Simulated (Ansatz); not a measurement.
# AlSiH4 radical (SMILES [AlH2][SiH2]): single points off equilibrium

The task here is to estimate one member of a computed series from the others.

Method: single points in def2-TZVPP; program: Ansatz 0.2.0, Gaussian basis.

Correlated methods freeze the cores. Orbitals are unrestricted.

## Starting geometry

SMILES `[AlH2][SiH2]`, 6 atoms, charge 0, spin multiplicity 2.

Atoms are counted from 1 here; the program's logs count them from 0.

Bond lengths: Al1–Si2 2.370 Å, Al1–H3 1.646 Å, Al1–H4 1.545 Å, Si2–H5 1.485 Å, Si2–H6 1.466 Å. Angles: Si2–Al1–H3 130.4°, Si2–Al1–H4 120.9°, H3–Al1–H4 108.5°, Al1–Si2–H5 125.4°, Al1–Si2–H6 124.4°, H5–Si2–H6 100.0°.

As a file:

```xyz
6
AlH4Si
Al   -0.2389   -1.1363   -0.0812
Si    0.4920    1.1171   -0.0118
H    -1.6530   -1.8157    0.4178
H     0.6197   -2.2287   -0.7560
H    -0.0612    2.2263   -0.8298
H     0.8130    1.8456    1.2191
```

Set-up of the first run:

run/in.yaml

```yaml
crystal:
  periodic: [false, false, false]
  atoms:
    - {symbol: Al, position_ang: [-0.238900, -1.136300, -0.081200]}
    - {symbol: Si, position_ang: [0.492000, 1.117100, -0.011800]}
    - {symbol: H, position_ang: [-1.653000, -1.815700, 0.417800]}
    - {symbol: H, position_ang: [0.619700, -2.228700, -0.756000]}
    - {symbol: H, position_ang: [-0.061200, 2.226300, -0.829800]}
    - {symbol: H, position_ang: [0.813000, 1.845600, 1.219100]}
basis:
  gaussian: {orbitals: def2-TZVPP}
magnetization: {spin_polarized: true, initial_magnetization: 1}
correlation: {method: ccsd_t}
scf: {omitted_lower_state_checks: [cluster_reference]}
output: {forces: true}
```

No record of the launch command was kept for these runs.

Among the steps run: CCSD(T)/def2-TZVPP; PBE0-D4/def2-TZVPP; wB97M-V/def2-TZVPP; r2SCAN-D4/def2-TZVPP; PBE-D4/def2-TZVPP; B97M-V/def2-TZVPP; revPBE-D4/def2-TZVPP.

One of the session's tables, all rows but one given; the rest of the session is left out.

```
   method  RMS force component (eV/Å)  angle to CCSD(T) forces (°)  dipole (D)
  CCSD(T)                       0.520                    reference        0.20
  PBE0-D4                       0.481                          6.9        0.21
  wB97M-V                           ?                            ?           ?
r2SCAN-D4                       0.474                          6.1        0.23
   PBE-D4                       0.460                         17.8        0.19
   B97M-V                       0.454                          7.1        0.38
revPBE-D4                       0.475                         17.9        0.20
```

**Question.** Estimate the row for wB97M-V.

The run gave: RMS force component (eV/Å): 0.499; angle to CCSD(T) forces (°): 5.5; dipole (D): 0.23. In the column «RMS force component (eV/Å)» it lies between PBE0-D4 (0.481) and CCSD(T) (0.520).
